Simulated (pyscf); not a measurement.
## Cycloaddition: acetylene (HC≡CH) + allene (H₂C=C=CH₂) -> cyclic C₅H₆ (SMILES C=C1C=CC1)

Gas phase, singlet surface, charge 0. Bonds broken: none. Bonds formed: C1–C5, C2–C6. Structures and frequencies: ωB97X-D3(BJ)/def2-SVP in PySCF. MP2 and CC: frozen core, UHF for open shells. ΔMP2 is the change of the MP2 total energy from the triple- to the quadruple-zeta basis.

Transition state (Å):

```xyz
11

C     -2.2589    -1.0564     0.1590
C     -2.0163     0.1701     0.2930
H     -2.4385    -2.1124     0.0484
H     -2.5686     1.0777     0.5684
C      0.0248     0.0094    -1.1349
C     -0.4260     0.5544     0.0330
C      0.1360     1.2332     1.0688
H     -0.5901    -0.6890    -1.7036
H      0.9696     0.3497    -1.5712
H      1.1766     1.0563     1.3544
H     -0.4623     1.8939     1.7025
```

One imaginary mode, 370i cm⁻¹; descent along it reached the two sides named.

| bond | change | reactant side (Å) | saddle | product side |
|---|---|---|---|---|
| C1–C5 | forms | 4.3 | 2.8 | 1.527 |
| C2–C6 | forms | 3.5 | 1.657 | 1.483 |

Electronic energies relative to the separated reactants (eV):

| level | barrier | reaction energy | reverse barrier |
|---|---|---|---|
| ωB97X-D3(BJ)/def2-TZVP | 1.85 | -2.14 | 3.99 |
| PBE/def2-TZVP | 1.10 | -2.07 | 3.17 |
| r²SCAN/def2-TZVP | 1.22 | -2.05 | 3.28 |
| B3LYP-D3(BJ)/def2-TZVP | 1.46 | -1.84 | 3.30 |
| PBE0-D3(BJ)/def2-TZVP | 1.33 | -2.33 | 3.66 |
| M06-2X/def2-TZVP | 1.80 | -1.90 | 3.69 |
| ωB97M-D3(BJ)/def2-TZVP | 1.88 | -1.92 | 3.80 |
| HF/def2-TZVP | 2.95 | -1.64 | 4.59 |
| MP2/def2-QZVPP | 1.28 | -2.03 | 3.31 |
| CCSD/def2-TZVPP | 1.83 | -1.89 | 3.71 |
| CCSD(T)/def2-TZVPP | 1.36 | -1.91 | 3.27 |
| CCSD(T)/def2-TZVPP + ΔMP2(QZVPP) | 1.35 | -1.92 | 3.27 |

With CCSD(T)/def2-TZVPP + ΔMP2(QZVPP) energies and thermal terms (ideal gas, 1 atm, RRHO with modes under 100 cm⁻¹ raised to 100, one conformer, R ln 2 for rigid chiral ones), in eV:

```json
[
 {"T (K)": "298", "ΔH‡": "1.34", "ΔG‡": "1.74", "ΔH": "-1.75", "ΔG": "-1.27"},
 {"T (K)": "600", "ΔH‡": "1.34", "ΔG‡": "2.15", "ΔH": "-1.78", "ΔG": "-0.77"},
 {"T (K)": "900", "ΔH‡": "1.36", "ΔG‡": "2.56", "ΔH": "-1.78", "ΔG": "-0.27"},
 {"T (K)": "1200", "ΔH‡": "1.37", "ΔG‡": "2.95", "ΔH": "-1.75", "ΔG": "+0.23"}
]
```

The same reactants have a lower exit, to HC≡C–CH₂–CH=CH₂ (barrier +1.50 eV at ωB97M-D3(BJ), against +1.88 eV here). One saddle was located; it need not be the lowest between these sides. One closed-shell reference is unstable to symmetry breaking; treat the single-reference values with care. The CCSD(T) − MP2 part came from Ansatz, without density fitting, on the same reference.
